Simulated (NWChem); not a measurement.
Species: CHO cation

```xyz
3

C      0.0000     0.0000    -0.5086
O      0.0000     0.0000     0.5958
H      0.0000     0.0000    -1.6198
```
Atoms are numbered in this order, from 1.

Level: PBE0/def2-SVP (NWChem), optimised geometry, unscaled harmonic frequencies. 

| frequency (cm⁻¹) | IR intensity (km/mol) |
|---|---|
| 856 | 14.9 |
| 856 | 14.9 |
| 2313 | 154.9 |
| 3244 | 211.6 |

The zero-point energy is 10.4 kcal/mol. The thermal correction to the enthalpy at 298.15 K (with zero-point energy) is 12.5 kcal/mol and the heat capacity Cv is 6.1 cal/(mol K). The entropy at 298.15 K and 1 atm (symmetry number 1) comes out as 48.1 cal/(mol K).

Rigid rotor and harmonic oscillator.
